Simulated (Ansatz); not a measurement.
For black phosphorus, r²SCAN-D4 in Ansatz (PAW) gives:

| Item | Result |
|---|---|
| cohesive energy | 3.52 eV/atom |
| band gap | 0.02 eV |

**Question.** What does LC-ωPBE (Ansatz, an electronic-structure program, PAW) give for the same quantities?

**Answer.** 
- cohesive energy: 3.14 eV/atom (falls by 0.38 eV/atom)
- band gap: 4.93 eV (rises by 4.91 eV)

For comparison: band gap 0.35 eV (measured, temperature not stated, no zero-point or thermal correction; as tabulated in Das et al. (2018), arXiv:1807.05623).

Changes are worked out from the printed values.

Unless a cell is named, each level is at its own relaxed cell (r²SCAN-D4 19.69, LC-ωPBE 19.77 Å³/atom).

Density-functional gaps are differences of (generalised) Kohn–Sham levels.

Caveats: the cell comes from a level without a dispersion term, which matters for the spacing of layers, chains or molecules (LC-ωPBE). Ansatz's density-functional and Hartree–Fock values are scalar-relativistic unless marked +SOC, with PAW data made under PBE.
